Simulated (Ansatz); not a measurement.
# AsH, quintet in cc-pVTZ: errors against RCCSDTQ

Geometry: that of the AsH, triplet, kept fixed. The singlet lies 5.5 eV lower here.

| atom | x (Å) | y (Å) | z (Å) |
| --- | --- | --- | --- |
| As | 0.0000 | 0.0000 | 0.0000 |
| H | 0.0000 | 0.0000 | 1.5314 |

Basis cc-pVTZ; Ansatz 0.2.0. Correlated methods freeze the noble-gas cores and the filled d shells of p-block atoms, which leaves 6 electrons in 43 orbitals. Prefix R: restricted or restricted open-shell reference; prefix U: unrestricted. Active spaces: valence = (6e, 5o) chosen from the atoms' valence shells. No spin–orbit coupling is included, and no scalar relativity.

Full CI isn't at hand for all of this; RCCSDTQ serves as the reference, and is uncertain by about the last step of the cluster series. The frozen core follows each run's orbitals, which can shift R against U totals by a few meV for light atoms and by up to 0.1 eV past Ca.

For open shells CISD is restricted-active-space CI with the open shells as a complete middle space.

* UHF ⟨S²⟩: 6.005
* T1 diagnostic (RCCSD): 0.0161
* largest doubles amplitude (RCCSD): 0.057

| level | E − E(RHF) (eV) |
| --- | --- |
| RMP2 | -2.1994 |
| RCCSD | -2.6193 |
| RCCSD(T) | -2.7069 |

Task: Estimate how far RCCSDTQ in cc-pVTZ lies from RCCSD(T). The table doesn't fix it; the size of (T) and the diagnostics are the guide.

Result: RCCSDTQ in cc-pVTZ lies 0.72 mEh below RCCSD(T), which is 22 % of the (T) step (-3.22 mEh). The diagnostics are small and one determinant leads, so the series closes fast and only a small part of (T) is left.

The other levels:

| level | E − E(RCCSDTQ) (mEh) | share of correlation (%) | wall time |
| --- | --- | --- | --- |
| CISD | 3.67 | 96.34 | 2.2 s |
| BCCD(T) | 0.72 | 99.28 | 2.2 s |
| RCCSDT | 0.11 | 99.89 | – |
| RCCSDT(Q) | 0.01 | 99.99 | 11 s |
| CASSCF (valence space) | 100.20 | 0.00 | – |
| NEVPT2 (valence space) | 21.87 | 78.17 | 2.4 s |
| MRCISD (valence space) | 6.14 | 93.87 | – |
| MRCISD+Q (valence space) | 0.76 | 99.24 | 1.9 s |
| MRCISD+Q(relaxed) (valence space) | 0.32 | 99.68 | 4.1 s |

The correlation energy at RCCSDTQ, counted from RHF, is -2.727 eV. That run took 15 s on 2 threads of AMD EPYC 7R13 with a shared H100 80 GB, shared host.

Run but not shown, since their state or frozen core can't be matched to the reference's or they repeat it: UHF, UMP2, UCCSD, UCCSD(T), UCCSDT, UCCSDT(Q).

Times hold each run's SCF and search for its determinant on a shared host, so for small cases they say little of a method's own cost; they ran on 1 thread of AMD EPYC 7R13.

Natural occupations of CASSCF (valence space) about the gap: 2.000 1.000 1.000 1.000 1.000; effectively unpaired electrons, Σ n²(2−n)², 4.00.
